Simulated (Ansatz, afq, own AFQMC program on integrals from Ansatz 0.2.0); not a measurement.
**Where AFQMC and coupled cluster stand for O⁺, quartet**

A free O cation.

Basis 6-31G. Noble-gas cores (and the filled d shells of Ga–Kr and In–Xe) are frozen. Integrals, coupled cluster, full CI and functionals: Ansatz 0.2.0; the random walks run on the same integrals in our own AFQMC program. ph-AFQMC/CISD is guided by a CISD state made of CCSD amplitudes; releasing the constraint for a short imaginary time cuts its bias at the price of noise, slowly where states lie close. Free AFQMC starts from the CCSD state and is never constrained. Its projection time is finite, and what remains of the start isn't in its error. ± is one standard error of the sampling.

Determinant: UHF, the one that the program's search chose, which needn't be the lowest solution.

Full CI on the same integrals is exact in this basis and with this determinant's frozen core.

The T1 diagnostic is 0.0039, the weight of the determinant in the CISD state is 0.991 and the ⟨S²⟩ of the determinant is 3.755. The size of the correlated space is 5 electrons in 8 orbitals.

| level | correlation energy (eV) |
| --- | --- |
| MP2 | -0.5921 |
| CCSD | -0.7437 |
| CCSD(T) | -0.7497 |

Q: Estimate where free-projection AFQMC lies against CCSD(T) on the same integrals.

A: 0.02 ± 0.003 kcal/mol below CCSD(T).

Reference: full CI, correlation energy -0.751 eV. The released energy is read at 2.40 1/Eh (meV from the phaseless value at times in 1/Eh: -0.08 ± 0.14 at 0.24, -0.07 ± 0.10 at 0.51, -0.03 ± 0.11 at 0.99, -0.27 ± 0.13 at 1.62, -0.03 ± 0.14 at 2.40).

| level | E − E(reference) (kcal/mol) | share of correlation (%) |
| --- | --- | --- |
| CCSD(T) | 0.02 | 99.88 |
| CCSDT | -0.01 | 100.05 |
| CCSDT(Q) | 0.00 | 100.01 |
| CCSDTQ | 0.00 | 100.01 |
| ph-AFQMC/HF | 0.03 ± 0.09 | 99.84 |
| ph-AFQMC/CISD | 0.00 ± 0.004 | 100.00 |
| released AFQMC | 0.00 ± 0.003 | 100.01 |
| free AFQMC | 0.00 ± 0.003 | 99.99 |

CCSDT and higher add their correlation energy to the determinant of the CCSD(T) run, since their own runs factorise the integrals more tightly (a shift of under 2 meV). Free projections are given only where their last times agree within the noise and don't stop above the reference; a slow remainder of the start can still hide under it. A walk keeps the symmetry of its determinant, which the program's search chose and which needn't be the lowest solution, so a lower state of the same spin and another symmetry isn't excluded. Released energies are given only where the last usable release times agree within the noise; a slower fall can still hide under it.
